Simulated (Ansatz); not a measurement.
**Si2F (quartet): the correlation ladder, def2-QZVPP**

The task here is to estimate one member of a computed series from the others.

Method: def2-QZVPP, core rule «outside noble gas», up to 11 orbitals frozen; program: Ansatz 0.2.0, Gaussian basis.

To be run: UHF; ROHF; CCSD(T) on UHF.

**What is computed**

The geometry is a PBE0/def2-TZVP stationary point (not a proven minimum).

3 atoms, charge 0, spin multiplicity 4.

Atoms are counted from 1 here; the program's logs count them from 0.

Bond lengths: F1–Si2 1.608 Å, Si2–Si3 2.332 Å. Angles: F1–Si2–Si3 112.2°.

The first run:

Contents of in.yaml:

```yaml
crystal:
  periodic: [false, false, false]
  atoms:
    - {symbol: F, position_ang: [0.000000, -0.606197, 1.621189]}
    - {symbol: Si, position_ang: [0.000000, 0.594494, 0.550881]}
    - {symbol: Si, position_ang: [0.000000, -0.184433, -1.647532]}
basis:
  gaussian: {orbitals: "def2-QZVPP.json"}
magnetization: {spin_polarized: true, initial_magnetization: 3}
hamiltonian: {xc: hf}
output: {orbitals: {seedname: orbitals}}
```

Command:

```bash
> ansatz run in.yaml --threads 1 --pin off --events-out ev --progress --plain --max-ram 2393MiB
```

Steps of the session up to this table: UHF; ROHF; CCSD(T) on UHF.

One table of the session follows, with a row left open; its other results are not shown here.

It belongs to the step «Misses and costs». 

```
  method  from UCCSD(T) (meV)
    ROHF                    ?
     UHF             +13350.5
    UMP2              +1148.6
   UCCSD               +596.4
UCCSD(T)                    0
```

Estimate the missing values for ROHF.

**Answer.** from UCCSD(T) (meV): +13497.6. In the column «from UCCSD(T) (meV)» it is the highest.
